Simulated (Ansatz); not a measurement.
A calculation with Ansatz (development build ahead of 0.2.0).

```yaml
crystal:
  periodic: [false, false, false]
  atoms:
    - { symbol: C, position_ang: [0.67, 0.785, 0.0] }
    - { symbol: C, position_ang: [-0.67, 0.785, 0.0] }
    - { symbol: C, position_ang: [-0.67, -0.785, 0.0] }
    - { symbol: C, position_ang: [0.67, -0.785, 0.0] }
    - { symbol: H, position_ang: [1.44075, 1.55575, 0.0] }
    - { symbol: H, position_ang: [-1.44075, 1.55575, 0.0] }
    - { symbol: H, position_ang: [-1.44075, -1.55575, 0.0] }
    - { symbol: H, position_ang: [1.44075, -1.55575, 0.0] }
basis:
  gaussian: { orbitals: cc-pVDZ }
hamiltonian:
  xc: hf
correlation:
  method: mp2
  frozen_orbitals: { C: 1, H: 0 }
```

The input is written out in the form of the current development build from the run's settings.

The run gave:

| Property | Result |
| --- | --- |
| Converged | yes |
| Reference energy | -153.65535 hartree |
| Correlation energy | -0.52416 hartree |
| Total energy | -154.17951 hartree |
| Spin squared of the determinant | 0.000 |
